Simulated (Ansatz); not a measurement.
# CHSi (doublet): wave-function methods side by side at distance Si1–C2 = 3.680 Å, 6-31G

The task here is to estimate one member of a computed series from the others.

Program: Ansatz 0.2.0, Gaussian basis. Level of theory: 6-31G, core rule «outside noble gas», up to 6 orbitals frozen. These are calculated values, not measurements.

To be run: UHF; CCSD(T) on ROHF; CCSD(T) on UHF; BCCD(T) on ROHF; CISD; CCSDT(Q) on UHF; CASSCF and MRCISD+Q, 3 electrons in 3 orbitals; CASSCF and NEVPT2, 3 electrons in 3 orbitals; CASSCF and MRCISD+Q, 9 electrons in 9 orbitals; CASSCF and NEVPT2, 9 electrons in 9 orbitals; Full CI.

24 further runs of the same task are left out: 1 for a mislabelled method, 5 for a known fault of the program, 16 that didn't finish, 2 set aside as unsound or not needed.

**The geometry**

The geometry derives from a PBE0/def2-TZVP stationary point (not a proven minimum). One bond is set to the value named and the two fragments are kept rigid.

3 atoms, charge 0, spin multiplicity 2.

Atoms are counted from 1 here; the program's logs count them from 0.

Bond lengths: C2–H3 1.079 Å.

Set-up of the first run:

File in.yaml:

```yaml
crystal:
  periodic: [false, false, false]
  atoms:
    - {symbol: Si, position_ang: [0.000000, 0.000000, 2.813141]}
    - {symbol: C, position_ang: [0.000000, 0.000000, -0.866859]}
    - {symbol: H, position_ang: [0.000000, 0.000000, -1.946282]}
basis:
  gaussian: {orbitals: 6-31G}
magnetization: {spin_polarized: true, initial_magnetization: 1}
hamiltonian: {xc: hf}
output: {orbitals: {seedname: orbitals}}
```

Started as:

```console
> ansatz run in.yaml --threads 1 --pin off --events-out ev --progress --plain --max-ram 2393MiB
```

Among the steps run: UHF; CCSD(T) on ROHF; CCSD(T) on UHF; BCCD(T) on ROHF; CISD; CCSDT(Q) on UHF; CASSCF and MRCISD+Q, 3 electrons in 3 orbitals; CASSCF and NEVPT2, 3 electrons in 3 orbitals; CASSCF and MRCISD+Q, 9 electrons in 9 orbitals; CASSCF and NEVPT2, 9 electrons in 9 orbitals; Full CI.

One of the session's tables, all rows but one given; the rest of the session is left out.

| method | from FCI (kJ/mol) |
| --- | --- |
| RMP2 | +201.3 |
| UMP2 | +78.1 |
| CISD | +136.4 |
| RCCSD | +7.3 |
| UCCSD | +5.4 |
| RCCSD(T) | +1.4 |
| UCCSD(T) | +2.9 |
| BCCD(T) | +2.9 |
| UCCSDT | +1.6 |
| UCCSDT(Q) | +1.3 |
| CASSCF pair | +237.5 |
| NEVPT2 pair | +78.6 |
| MRCISD pair | ? |
| MRCISD+Q pair | -0.1 |
| FCI | 0 |

Q: Estimate the row for MRCISD pair from the others.

As computed: from FCI (kJ/mol): +15.7. In the column «from FCI (kJ/mol)» it lies between RCCSD (+7.3) and UMP2 (+78.1).

Left out of the table: CASSCF valence, NEVPT2 valence, MRCISD valence, MRCISD+Q valence (the active space lost an orbital or holds another state than full CI finds).

Caveats from the session: The determinant is far from a pure spin state, so its energy mixes those of several spin states (harmless only where they are near-degenerate, as at dissociation). The report flags that the cluster equations may have other roots. Left out of the table: ROHF, UHF (another determinant or state than the rows shown). The program flags RCCSD(T), BCCD(T) as in doubt, so those rows may rest on another solution; read them beside their warnings. Levels on UHF freeze UHF's core orbitals, full CI those of ROHF, so the U rows can settle a little off it for that reason alone. Restricted and unrestricted rows rest on different reference determinants; where their highest levels disagree by more than a few hundredths of an eV, they describe different states and don't form one ladder.
